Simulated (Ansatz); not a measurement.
# SiNH6+: functionals against CCSD(T) at one geometry

An exercise on one series of results from a longer session: the logs are not shown, and one member is left open.

The runs use Ansatz 0.2.0, Gaussian basis; single points in def2-TZVPP.

Correlated methods freeze the cores.

**The system as given**

SMILES `[NH3+][SiH3]`, 8 atoms, charge 1, spin multiplicity 1.

Atoms are counted from 1 here; the program's logs count them from 0.

Bond lengths: N1–Si2 1.965 Å, N1–H3 1.119 Å, N1–H4 0.933 Å, N1–H5 1.200 Å, Si2–H6 1.541 Å, Si2–H7 1.540 Å, Si2–H8 1.257 Å. Angles: Si2–N1–H3 105.4°, Si2–N1–H4 100.3°, Si2–N1–H5 113.0°, H3–N1–H4 119.3°, H3–N1–H5 113.1°, H4–N1–H5 105.2°, N1–Si2–H6 101.9°, N1–Si2–H7 100.1°, N1–Si2–H8 112.7°, H6–Si2–H7 105.8°, H6–Si2–H8 118.5°, H7–Si2–H8 115.5°.

Geometry (Å):

```
N    -0.34990   -0.03220   -0.90980
Si    0.33590   -0.14270    0.92860
H     0.35200    0.65370   -1.44840
H    -0.36720   -0.93700   -1.13640
H    -1.49330    0.32700   -0.96280
H     0.46980    1.34520    1.30720
H     1.76900   -0.63630    0.65410
H    -0.36200   -0.88780    1.66200
```

The first run:

Contents of run/in.yaml:

```yaml
crystal:
  periodic: [false, false, false]
  atoms:
    - {symbol: N, position_ang: [-0.349900, -0.032200, -0.909800]}
    - {symbol: Si, position_ang: [0.335900, -0.142700, 0.928600]}
    - {symbol: H, position_ang: [0.352000, 0.653700, -1.448400]}
    - {symbol: H, position_ang: [-0.367200, -0.937000, -1.136400]}
    - {symbol: H, position_ang: [-1.493300, 0.327000, -0.962800]}
    - {symbol: H, position_ang: [0.469800, 1.345200, 1.307200]}
    - {symbol: H, position_ang: [1.769000, -0.636300, 0.654100]}
    - {symbol: H, position_ang: [-0.362000, -0.887800, 1.662000]}
basis:
  gaussian: {orbitals: def2-TZVPP}
total_charge: 1
correlation: {method: ccsd_t}
output: {forces: true}
```

No record of the launch command was kept for these runs.

Among the steps run: CCSD(T)/def2-TZVPP; PBE0-D4/def2-TZVPP; wB97M-V/def2-TZVPP; r2SCAN-D4/def2-TZVPP; PBE-D4/def2-TZVPP; CAM-B3LYP-D4/def2-TZVPP; BHLYP-D4/def2-TZVPP.

One table of the session follows, with a row left open; its other results are not shown here.

| method | RMS force component (eV/Å) | angle to CCSD(T) forces (°) |
| --- | --- | --- |
| CCSD(T) | 3.170 | reference |
| PBE0-D4 | 3.179 | 1.1 |
| wB97M-V | ? | ? |
| r2SCAN-D4 | 3.151 | 0.7 |
| PBE-D4 | 3.136 | 2.8 |
| CAM-B3LYP-D4 | 3.153 | 0.6 |
| BHLYP-D4 | 3.177 | 2.8 |

Q: Estimate the row for wB97M-V from the others.

As computed: RMS force component (eV/Å): 3.148; angle to CCSD(T) forces (°): 0.9. In the column «RMS force component (eV/Å)» it lies between PBE-D4 (3.136) and r2SCAN-D4 (3.151).
